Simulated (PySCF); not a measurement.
## Working out the electron affinity of S

S⁻ [Ne] 3s2 3p5 (2P) → S [Ne] 3s2 3p4 (3P). Calculation: PySCF 2.14, in aug-cc-pV(Q+d)Z with one added diffuse shell each of s, p, d, f, g type (8s7p6d4f3g, 114 functions); the non-relativistic Hamiltonian (point nucleus). Frozen: [Ne]. Energies in hartree (1 hartree = 27.21139 eV):

```tsv
part	S⁻ (lower)	S (upper)
UHF	-397.545262	-397.512750
MP2 opposite-spin	-0.132797	-0.100174
MP2 same-spin	-0.037634	-0.028478
```

Problem. What does Hartree-Fock give?

Solution. (-397.512750) − (-397.545262) = 0.032512 hartree = 0.885 eV.

Problem. What do MP2 and SCS-MP2 (6/5 opposite-spin, 1/3 same-spin) give?

Solution. The opposite-spin parts differ by 0.888 eV and the same-spin parts by 0.249 eV. MP2: 0.885 + (0.888) + (0.249) = 2.022 eV. SCS-MP2: 0.885 + 1.2 × (0.888) + (0.249)/3 = 2.034 eV.

A first-order spin-orbit estimate adds -0.003 eV to MP2 (valence), giving 2.019 eV against 2.077 eV (measured; photodetachment measurements, as compiled on the Wikipedia data page of electron affinities).

What remains against the reference includes basis incompleteness, the frozen core and correlation beyond second order.
